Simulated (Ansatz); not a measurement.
# Al2HF (singlet): the correlation ladder, cc-pVTZ

The task here is to estimate one member of a computed series from the others.

The runs use Ansatz 0.2.0, Gaussian basis; cc-pVTZ, core rule «outside noble gas», up to 11 orbitals frozen.

To be run: UHF; CCSD(T) on RHF; CCSD(T) on UHF; BCCD(T) on RHF; CCSDT(Q) on RHF.

### What is computed

The geometry is a PBE0/def2-TZVP stationary point (not a proven minimum).

4 atoms, charge 0, spin multiplicity 1.

Atoms are counted from 1 here; the program's logs count them from 0.

Bond lengths: Al1–Al2 2.671 Å, Al1–H4 1.800 Å, Al2–F3 1.660 Å. Angles: Al2–Al1–H4 48.0°, Al1–Al2–F3 148.2°.

The first run:

in.yaml reads:

```yaml
crystal:
  periodic: [false, false, false]
  atoms:
    - {symbol: Al, position_ang: [0.000000, 0.086032, 2.051632]}
    - {symbol: Al, position_ang: [0.000000, -0.340512, -0.585065]}
    - {symbol: F, position_ang: [0.000000, 0.297062, -2.117226]}
    - {symbol: H, position_ang: [0.000000, 1.212928, 0.648553]}
basis:
  gaussian: {orbitals: cc-pVTZ}
magnetization: {spin_polarized: true, initial_magnetization: 0}
hamiltonian: {xc: hf}
output: {orbitals: {seedname: orbitals}}
```

Command:

```console
$ ansatz run in.yaml --threads 1 --pin off --events-out ev --progress --plain --max-ram 2816MiB --backend cpu
```

Among the steps run: UHF; CCSD(T) on RHF; CCSD(T) on UHF; BCCD(T) on RHF; CCSDT(Q) on RHF.

One table of the session follows, with a row left open; its other results are not shown here.

| method | from RCCSDT(Q) (kJ/mol) |
| --- | --- |
| RHF | ? |
| UHF | +1123.7 |
| RMP2 | +107.2 |
| RCCSD | +42.0 |
| RCCSD(T) | +4.8 |
| BCCD(T) | +4.3 |
| RCCSDT | +2.0 |
| RCCSDT(Q) | 0 |

Estimate the missing values for RHF.

As computed: from RCCSDT(Q) (kJ/mol): +1125.3. In the column «from RCCSDT(Q) (kJ/mol)» it is the highest.

Not comparable, so not listed: CCSD(T) on UHF (they don't share determinant, frozen orbitals or solution with the rows shown, or repeat one).

Caveats from the session: Warnings: restricted reference is unstable; spin contamination.
